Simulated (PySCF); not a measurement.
B3LYP has the VWN-RPA correlation part, as in Gaussian. 

**H$_{3}$Si, SMILES `[SiH3]` (charge 0, multiplicity 2)**

Method: B3LYP-D3(BJ)/def2-TZVP run with PySCF 2.14.0.

```
Quantity                                         Value
-----------------------------  -----------------------
highest occupied spin orbital                 -6.11 eV
dipole moment                                   0.08 D
total energy                               -7925.73 eV
cost                           roughly 16 core-seconds
```

```xyz
4

Si     0.0008     0.0005     0.3412
H     -0.6174     1.2690    -0.1140
H      1.4074    -0.1003    -0.1169
H     -0.7908    -1.1692    -0.1103
```
Charge 0, spin multiplicity 2.
